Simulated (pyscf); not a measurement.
HO–Zr(Cl)(Cl)–Cl + ammonia (NH₃) -> water (H₂O) + H₂N–Zr(Cl)(Cl)–Cl (four-centre exchange; singlet surface; O–Zr, H–N broken, H–O, N–Zr formed). Structures and frequencies: ωB97X-D3(BJ)/def2-SVP in PySCF. Energies in kJ/mol from the separated reactants.

| level | barrier | reaction energy |
|---|---|---|
| ωB97X-D3(BJ)/def2-TZVP | 32.3 | +68.5 |
| PBE/def2-TZVP | (withheld) | +69.6 |
| PBE0-D3(BJ)/def2-TZVP | 31.8 | +66.9 |
| M06-2X/def2-TZVP | 29.8 | +65.0 |
| ωB97M-D3(BJ)/def2-TZVP | 43.3 | +71.3 |
| HF/def2-TZVP | (withheld) | (withheld) |

Question: Complete the blanks.

Answer: 
- PBE/def2-TZVP, barrier: 39.6
- HF/def2-TZVP, barrier: 94.1
- HF/def2-TZVP, reaction energy: +76.8

On the reactant side the descent ends in an adduct with a N–Zr contact (not fully relaxed), 106.2 kJ/mol under the separated species and 138.5 kJ/mol under the saddle at ωB97X-D3(BJ)/def2-TZVP. On the product side the descent ends in an adduct with a O–Zr contact, 85.3 kJ/mol under the separated species and 49.0 kJ/mol under the saddle at ωB97X-D3(BJ)/def2-TZVP. At ωB97X-D3(BJ)/def2-TZVP, PBE, PBE0-D3(BJ), M06-2X, ωB97M-D3(BJ) the saddle lies under the separated products, which points to a path from their complex (located at ωB97X-D3(BJ) alone), and parting the products costs more than the saddle. What is counted as formed (N–Zr) is already present as a longer contact in the reactant adduct; forming that adduct is a step of its own. What is counted as broken (O–Zr) persists as a longer contact in the product adduct; parting that adduct is a step of its own. This is the saddle that the search found; another between the same sides may lie lower. Elements past Kr carry the def2 core potentials, without spin-orbit coupling.
